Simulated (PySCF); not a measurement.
Gas-phase reaction: Si + Cl₂ + SiH₄ = 2 SiH₂Cl

Computed with PySCF and rigid-rotor harmonic-oscillator thermochemistry at 1 bar. † marks an energy on the PBE0/def2-TZVP geometry and frequencies; other levels use their own. CCSD(T) freezes the core. 6-31G* has spherical d functions here. Open shells (unrestricted): Si (multiplicity 3, electronic degeneracy 9), SiH₂Cl (multiplicity 2); the rest are closed-shell singlets. Spin-orbit splitting is ignored; it lowers the true energy and changes the entropy of Si. B3LYP is the form with VWN-RPA correlation. SiH₂Cl: computed as isolated molecules; such fragments, hydroxides, amides, oligomers or adducts are transient or little studied in the gas. CCSD(T) isn't extrapolated to the basis-set limit; its ΔH°(298 K) is -398.4 kJ in def2-SVP and -415.8 kJ in def2-TZVPP. The harmonic model lacks anharmonicity and excited electronic states, which grow with temperature; levels with a mode under 35 cm⁻¹ are left out.

```
level                ΔE electronic, kJ  ΔH°(298 K), kJ  ΔS°(298 K), J/K  ΔG°(800 K), kJ
-------------------  -----------------  --------------  ---------------  --------------
B3LYP/6-31G*                      -414            -416              -72            -358
CCSD(T)/def2-TZVPP†               -414            -416              -72            -358
HF/def2-TZVP†                     -419            -421              -72            -364
PBE/def2-TZVP†                    -434            -436              -72            -379
PBE0/def2-SVP†                    -448            -450              -72            -392
r2SCAN/def2-TZVP†                 -469            -471              -72            -414
ωB97X-V/def2-TZVP†                -440            -442              -72            -384
```
ΔH° is lowest at r2SCAN/def2-TZVP† and highest at B3LYP/6-31G*. No reference value is set beside these.
